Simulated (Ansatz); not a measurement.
System: A-type hexagonal La2O3. Method: PBE+SOC (Ansatz, a first-principles code, plane waves, PAW).

Settings: plane-wave cutoff 520 eV, 12×12×6 k mesh (along the axes of the cell as run), Fermi–Dirac smearing 0.01 eV, PAW data made under PBE.

Computed points:

```tsv
V (Å³/atom)	E − E_lowest (meV/atom)
15.974	9.63
16.307	2.33
16.639	0.00
16.972	2.19
17.305	8.49
```

Q: Estimate the bulk modulus and its pressure derivative from these points.

A: V0 = 16.639 Å³/atom, B0 = 109 GPa, B′ = 3.7 (fit to the energies at full precision).

Shape and atoms are relaxed at each volume.

Measured, for comparison: bulk modulus 113 GPa (300 K, not corrected to a static lattice; as tabulated in Santana et al. (2016), arXiv:1608.06321); equilibrium volume per atom 16.44 Å³/atom (room temperature, not corrected to a static lattice, equation of state from high-pressure X-ray diffraction; as tabulated in Ibáñez et al. (2020), arXiv:2005.12956). Computed (rounded) less measured: bulk modulus -4 %, equilibrium volume per atom +1.2 %.

Note: the bulk modulus comes from volumes at which shape and atoms were relaxed.
